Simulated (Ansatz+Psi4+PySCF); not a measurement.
The numbers below are computed, except where a source is named.
```xyz
5

O    -1.0410   -0.4364    0.0000
C     0.0000    0.4239    0.0000
O     1.1694    0.1037    0.0000
H    -0.6496   -1.3351    0.0000
H    -0.3779    1.4530    0.0000
```

Basis set: cc-pVTZ (spherical functions). Correlated methods keep 3 orbitals frozen. Charge 0, multiplicity 1.

Starred EOM-CCSD(T)(a) on the restricted Hartree–Fock determinant with PySCF 2.14.0; the energies are vertical.

Task: The solver was asked for the few lowest roots only. Give the ionization energies of singlet CH₂O₂ among them whose weight of singles is over 0.7.

Result:

```csv
root,energy (eV),weight of singles
1,11.34,0.95
2,12.41,0.95
3,14.80,0.96
```

Higher main lines weren't sought.
